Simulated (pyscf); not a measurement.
Thermochemistry of product channels of F–CH(F)–Cl (SMILES FC(F)Cl) + H• (SMILES [H]) on the doublet surface, in kJ/mol, from CCSD(T)/def2-TZVPP + ΔMP2(QZVPP) energies (ideal gas, 1 atm, RRHO with modes under 100 cm⁻¹ raised to 100, one conformer, R ln 2 for rigid chiral ones). PySCF, gas phase, ωB97X-D3(BJ)/def2-SVP geometries. Correlated levels are frozen-core, on RHF or UHF. ΔMP2 is the change of the MP2 total energy from the triple- to the quadruple-zeta basis.

| products | ΔE | ΔH(298 K) | ΔG(298 K) | ΔG(1200 K) |
|---|---|---|---|---|
| HF (SMILES F) + F–CH•–Cl (SMILES F[CH]Cl) | ? | -75.8 | -91.3 | -134.0 |
| F–CH•–F (SMILES F[CH]F) + HCl (SMILES Cl) | ? | -72.4 | -86.5 | -122.2 |

### Question
Fill in the missing entries.

### Answer

- HF (SMILES F) + F–CH•–Cl (SMILES F[CH]Cl), ΔE: -85.4
- F–CH•–F (SMILES F[CH]F) + HCl (SMILES Cl), ΔE: -79.5

These are energies of the channels, which say nothing of barriers. The CCSD(T) − MP2 part came from Ansatz, without density fitting, on the same reference.
